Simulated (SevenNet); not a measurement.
# CsCl-type TlBr

Computed with the machine-learned potential SevenNet-l3i5 (trained on PBE and PBE+U data).

Cell (relaxed at this level):

TlBr has the cubic space group Pm-3m (No. 221), the CsCl type structure, Pearson symbol cP2. Cell: a = b = c = 4.056 Å, α = β = γ = 90.00°. Tl on 1a sees 8 Br at 3.512 Å (cubic). Br on 1b is surrounded by 8 Tl at 3.512 Å (cubic). (Neighbours: up to the widest gap in distance over summed covalent radii, below 1.35, at either atom; cation-cation and far metal-metal contacts left out.)

For CsCl-type TlBr, the lattice parameter a is 4.056 Å and the volume per atom comes out as 33.36 Å³/atom.

Measured, for comparison: lattice constant a 3.984 Å, equilibrium volume per atom 31.62 Å³/atom (temperature not stated, not corrected to a static lattice; as tabulated in Du and Singh (2010), arXiv:1001.5458). Computed (rounded) less measured: lattice constant a +1.8 %, equilibrium volume per atom +5.5 %.

A machine-learned potential is trained on density-functional data: it inherits that level's misses and adds fitting errors of its own.

Note: the model gives imaginary modes for this phase (in the spectrum interpolated from a supercell); this model's volume lies 5 % above that of the starting cell (a measured, published or database cell).
